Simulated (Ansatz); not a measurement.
A structure relaxed at B3LYP-D4/def2-TZVP in Ansatz, charge 0, singlet:

```xyz
3

Mg    1.4659    0.2853    0.8102
Mg   -1.6495    0.1841    0.3634
Si    0.1836   -0.4694   -1.1736
```

(1) Give its formula and point group.

(2) Summarise the bond lengths by kind (pairs closer than 1.2 times the sum of covalent radii, bridged metal pairs left out).

## Answers

(1) the cluster Mg₂Si. Point group C2v (tolerance 0.1 Å).

(2) 2 × Mg–Si 2.48 Å; 1 × Mg–Mg 3.15 Å.

The restricted singlet is unstable towards broken spin symmetry in Hartree–Fock (as tested in another run); at B3LYP-D4/def2-TZVP this wasn't settled. Another isomer (triplet) lies 0.20 eV lower at PBE0-D4/def2-TZVP; other spin states weren't run for this one.
